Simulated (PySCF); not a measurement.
**Two-dimensional NMR puzzle**

Compound of formula C₃H₉N. Correlations simulated from computed shifts and couplings:

HSQC (one-bond C–H):
```csv
δH,δC,"¹J(C,H) (Hz)"
2.63,40.3,137
2.59,51.6,137
1.18,18.3,132
```

COSY cross peaks (|J| ≥ 2 Hz):
```csv
δH,δH,abs. J (Hz),bonds
2.59,1.18,7.4,3
```

HMBC (two and three bonds, |J| ≥ 2.5 Hz):
```csv
δH,δC [abs. J in Hz]
2.63,51.6 [6.2]
2.59,40.3 [2.5]
1.18,51.6 [3.9]
```

One averaged value for each set of equivalent atoms, gas phase, single conformer, no relativistic terms. GFN2-xTB structure; J couplings at B3LYP/pcJ-1 (spin–dipole term only in couplings to heteroatoms); shielding tensors at PBE0/pcSseg-1 (GIAO); PySCF 2.14.

References, each an isolated molecule treated in the same way: ¹H and ¹³C against TMS.

Exchangeable hydrogens are left out of these lists, and C,H couplings along chains are those of one rotamer, so weak HMBC peaks may be missing or extra.

Q: Which molecule is this?

A: N-ethylmethylamine.

Structure with atom numbers: `[CH3:1][CH2:2][NH:3][CH3:4]`. Each H is labelled by its parent atom.

1. δC 51.6 is C2, an sp3 CH2 bonded to N (δH 2.59).
2. δC 40.3 is C4, a methyl carbon bonded to N (δH 2.63).
3. δC 18.3 is C1, a methyl carbon (δH 1.18).
4. COSY links 2.59–1.18.

OH and NH positions are those of a molecule without intermolecular hydrogen bonds; in solution they move with solvent, concentration and temperature, and exchange usually removes their couplings. Unscaled 3J(H,H) at this level run about 10 % above measured values. Shifts are as computed. Against solution values, carbons near 30 ppm lie about +3 ppm off and those near 130 ppm about +5 ppm. Of 1211 compounds with measured shifts, 218 miss one by over three times the rms of a fit or turn the order of signals round; such compounds aren't used in these exercises.
